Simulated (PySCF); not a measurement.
# One shape, several levels: AlH3 (SMILES [AlH3])

Wanted: a comparison of 6 runs (B2PLYP/6-31G, M06-2X/6-31G, PBE0/6-31G, r2SCAN/6-31G, UMP2/6-31G, UCCSD(T)/6-31G) of AlH3. Input form: a Python script.

The calculation is run with PySCF 2.14.0.

10 further runs of the same task are left out: 10 set aside as unsound or not needed.

### 1 The system as given

The species is AlH3 (4 atoms), meant as a singlet with charge 0. SMILES: `[AlH3]`. The Al1–H2 distance was set to 2.379 Å, away from the relaxed value. At this shape a bond of the SMILES string is far longer than usual.

Bond lengths: Al1–H3 1.586 Å, Al1–H4 1.586 Å. Angles: H3–Al1–H4 120.0°.

### 2 A single-point energy at B2PLYP/6-31G (run 1)

Contents of run.py:

```python
from pyscf import gto, dft, mp

mol = gto.M(
    atom='''
Al  -0.296059  -0.357660  -0.649469
H    0.633200   0.670900   1.283600
H   -1.650559  -1.174860  -0.539269
H    0.439641  -0.227160  -2.048269
''',
    basis='6-31g',
    verbose=4,
    charge=0,
    max_memory=1860,
)

mf = dft.RKS(mol)
mf.xc = '0.53*HF + 0.47*B88, 0.73*LYP'
mf.conv_tol = 1e-10
mf.grids.level = 5
mf.kernel()
if not mf.converged:
    mf = mf.newton().run(mf.mo_coeff, mf.mo_occ)

pt = mp.MP2(mf, frozen=5).run()
energy = mf.e_tot + 0.27 * pt.e_corr
print('PT2 part  %.8f' % (0.27 * pt.e_corr))
print('E = %.10f Eh' % energy)
```

Run with:

```console
OMP_NUM_THREADS=1 python run.py
```

What it wrote:

```text
PySCF version 2.14.0

[INPUT] num. atoms = 4
[INPUT] num. electrons = 16
[INPUT] charge = 0
[INPUT] spin (= nelec alpha-beta = 2S) = 0
[INPUT] symmetry False subgroup None
[INPUT] Mole.unit = angstrom
[INPUT] Symbol           X                Y                Z      unit          X                Y                Z       unit  Magmom
[INPUT]  1 Al    -0.296059000000  -0.357660000000  -0.649469000000 AA   -0.559470426713  -0.675879445712  -1.227318536395 Bohr   0.0
[INPUT]  2 H      0.633200000000   0.670900000000   1.283600000000 AA    1.196574582075   1.267817256971   2.425652453492 Bohr   0.0
[INPUT]  3 H     -1.650559000000  -1.174860000000  -0.539269000000 AA   -3.119104462436  -2.220163634707  -1.019070717468 Bohr   0.0
[INPUT]  4 H      0.439641000000  -0.227160000000  -2.048269000000 AA    0.830801083130  -0.429270186456  -3.870667439437 Bohr   0.0

nuclear repulsion = 12.0670267793145
number of shells = 13
number of NR pGTOs = 58
number of NR cGTOs = 19
basis = 6-31g
ecp = {}

******** <class 'pyscf.dft.rks.RKS'> ********
method = RKS
initial guess = minao
damping factor = 0
level_shift factor = 0
DIIS = <class 'pyscf.scf.diis.CDIIS'>
diis_start_cycle = 1
diis_space = 8
diis_damp = 0
SCF conv_tol = 1e-10
SCF conv_tol_grad = None
SCF max_cycles = 50
direct_scf = True
direct_scf_tol = 1e-13
XC library pyscf.dft.libxc version 7.0.0
    S. Lehtola, C. Steigemann, M. J.T. Oliveira, and M. A.L. Marques.,  SoftwareX 7, 1–5 (2018)
XC functionals = 0.53*HF + 0.47*B88, 0.73*LYP
    A. D. Becke.,  Phys. Rev. A 38, 3098 (1988)
    C. Lee, W. Yang, and R. G. Parr.,  Phys. Rev. B 37, 785 (1988)
    B. Miehlich, A. Savin, H. Stoll, and H. Preuss.,  Chem. Phys. Lett. 157, 200 (1989)
radial grids:
    Treutler-Ahlrichs [JCP 102, 346 (1995); DOI:10.1063/1.469408] (M4) radial grids

becke partition: Becke, JCP 88, 2547 (1988); DOI:10.1063/1.454033
pruning grids: <function nwchem_prune>
grids dens level: 5
symmetrized grids: False
atomic radii adjust function: <function treutler_atomic_radii_adjust>
small_rho_cutoff = 0
Set gradient conv threshold to 1e-05
Initial guess from minao.
tot grids = 113672
init E= -243.594138451686
  HOMO = -0.252069184766815  LUMO = -0.0495029427785234  gap/eV = 5.51211
cycle= 1 E= -243.922789762753  delta_E= -0.329  |g|= 0.14  |ddm|= 1.38
  HOMO = -0.282732993771057  LUMO = -0.0635014560628357  gap/eV = 5.96559
cycle= 2 E= -243.933808183331  delta_E= -0.011  |g|= 0.0599  |ddm|= 0.376
  HOMO = -0.298363750705758  LUMO = -0.0425849708084884  gap/eV = 6.96010
cycle= 3 E= -243.936506420487  delta_E= -0.0027  |g|= 0.00854  |ddm|= 0.132
  HOMO = -0.295874893364524  LUMO = -0.0435364494801369  gap/eV = 6.86648
cycle= 4 E= -243.93657092147  delta_E= -6.45e-05  |g|= 0.000946  |ddm|= 0.0211
  HOMO = -0.296404994056173  LUMO = -0.0436480894000475  gap/eV = 6.87787
cycle= 5 E= -243.93657164944  delta_E= -7.28e-07  |g|= 9.37e-05  |ddm|= 0.00283
  HOMO = -0.296357123570603  LUMO = -0.0436558771200206  gap/eV = 6.87635
cycle= 6 E= -243.936571656544  delta_E= -7.1e-09  |g|= 8.87e-06  |ddm|= 0.000335
  HOMO = -0.296364101572748  LUMO = -0.0436563583493765  gap/eV = 6.87653
cycle= 7 E= -243.9365716566  delta_E= -5.58e-11  |g|= 4.39e-07  |ddm|= 3.26e-05
  HOMO = -0.296363897679531  LUMO = -0.0436559909590544  gap/eV = 6.87653
Extra cycle  E= -243.9365716566  delta_E= -3.98e-13  |g|= 1.3e-07  |ddm|= 1.14e-06
converged SCF energy = -243.9365716566

******** <class 'pyscf.mp.mp2.RMP2'> ********
nocc = 3, nmo = 14
frozen orbitals 5
E(RMP2) = -244.002509594843  E_corr = -0.0659379382429841
E(SCS-RMP2) = -244.01372640648  E_corr = -0.077154749880245
E_corr(same-spin) = -0.00227397232077215
E_corr(oppo-spin) = -0.0636639659222119
PT2 part  -0.01780324
E = -243.9543748999 Eh
```

Run time: 1.8 s. Hardware: 1 thread of Arm Neoverse V1, shared host; peak memory 0.18 GiB.

### 3 The energy at M06-2X/6-31G (run 2)

Contents of input.py:

```python
from pyscf import gto, dft

mol = gto.Mole()
mol.atom = '''
Al    -0.296059    -0.357660    -0.649469
H      0.633200     0.670900     1.283600
H     -1.650559    -1.174860    -0.539269
H      0.439641    -0.227160    -2.048269
'''
mol.basis = '6-31g'
mol.max_memory = 1860
mol.verbose = 3
mol.charge = 0
mol.build()

calc0 = dft.RKS(mol)
calc0.xc = 'm06-2x'
calc0.grids.level = 5
calc0.conv_tol = 1e-10
calc0.kernel()
if not calc0.converged:
    calc0 = calc0.newton().run(calc0.mo_coeff, calc0.mo_occ)

e_tot = calc0.e_tot
print('E(%s) = %.9f' % ('M06-2X', e_tot))
```

Run with:

```console
OMP_NUM_THREADS=1 python input.py
```

What it wrote:

```text
converged SCF energy = -244.060308862485
E(M06-2X) = -244.060308862
```

Wall time 2.2 s (1 thread of Arm Neoverse V1, shared host); peak memory 0.18 GiB.

Runs 3 to 5 aren't shown in full; the table further down has their settings and results.

### 4 A single-point energy at UCCSD(T)/6-31G (run 6)

Contents of input.py:

```python
from pyscf import gto, cc

mol = gto.M(
    atom='Al -0.296059 -0.357660 -0.649469; H 0.633200 0.670900 1.283600; H -1.650559 -1.174860 -0.539269; H 0.439641 -0.227160 -2.048269',
    charge=0,
    basis='6-31g',
    verbose=3,
    max_memory=1860,
)

mf = mol.UHF()
mf.conv_tol = 1e-10
mf.kernel()
if not mf.converged:
    mf = mf.newton().run(mf.mo_coeff, mf.mo_occ)
for _ in range(3):
    mo, _, stable, _ = mf.stability(return_status=True)
    if stable:
        break
    mf.kernel(mf.make_rdm1(mo, mf.mo_occ))

mycc = cc.CCSD(mf, frozen=5)
mycc.kernel()
e_t = mycc.ccsd_t()
etot = mycc.e_tot + e_t
print('E = %.10f Eh' % etot)
```

Run with:

```console
OMP_NUM_THREADS=1 python input.py
```

What it wrote:

```text
converged SCF energy = -243.521286527178  <S^2> = 1.9806379e-13  2S+1 = 1
<class 'pyscf.scf.uhf.UHF'> wavefunction has an internal instability
converged SCF energy = -243.522530370024  <S^2> = 0.20632061  2S+1 = 1.3510301
<class 'pyscf.scf.uhf.UHF'> wavefunction is stable in the internal stability analysis
E(UCCSD) = -243.5950882476284  E_corr = -0.07255787760404891
UCCSD(T) correction = -0.00116336231595498
E = -243.5962516099 Eh
```

Wall time 0.99 s (1 thread of Arm Neoverse V1, shared host); peak memory 0.12 GiB.

### 5 The series

```
run           level  frozen core orbitals  integration grid  energy (Eh)  dipole moment (D) of the reference  HOMO energy (eV)  LUMO energy (eV)  wall time
  1    B2PLYP/6-31G                     5                 5  -243.954375                                1.66             -8.06             -1.19      1.8 s
  2    M06-2X/6-31G                     –                 5  -244.060309                                1.52             -8.09             -1.57      2.2 s
  3      PBE0/6-31G                     –                 5  -243.975016                                1.54             -7.23             -2.20      1.7 s
  4    r2SCAN/6-31G                     –                 5  -244.065237                                1.54             -6.46             -2.62      2.4 s
  5      UMP2/6-31G                     5                 –  -243.564740                                1.30             -8.82              0.33     0.87 s
  6  UCCSD(T)/6-31G                     5                 –  -243.596252                                1.30             -8.82              0.33     0.99 s
```

### 6 Summary of results

| quantity | value |
| --- | --- |
| run 6: total energy | -243.59625 Eh |
| run 6: dipole moment (Hartree–Fock density) | 1.30 D |
| run 6: HOMO energy (Hartree–Fock orbitals) | -8.82 eV |
| run 6: LUMO energy (Hartree–Fock orbitals) | 0.33 eV |
| run 6: HOMO–LUMO gap (Hartree–Fock orbitals) | 9.15 eV |
| run 6: correlation energy (5 core orbitals frozen) | -73.7 mEh |
| run 6: (T) correction | -1.16 mEh |
| run 6: ⟨S²⟩ of the reference determinant | 0.206 |
| run 6: T1 diagnostic | 0.073 |

What this shows: Over runs 1, 2, 3, 4 the dipole moment (its size) runs from 1.52 D (M06-2X/6-31G) to 1.66 D (B2PLYP/6-31G). A double hybrid's value is that of its SCF part. Over runs 1, 2, 3, 4 the HOMO–LUMO gap runs from 3.83 eV (r2SCAN/6-31G) to 6.88 eV (B2PLYP/6-31G). Totals of different functionals can't be ranked against each other. Spin contamination of the reference: run 5 ⟨S²⟩ = 0.21, run 6 ⟨S²⟩ = 0.21. All runs together took 10 s, the longest 2.4 s.
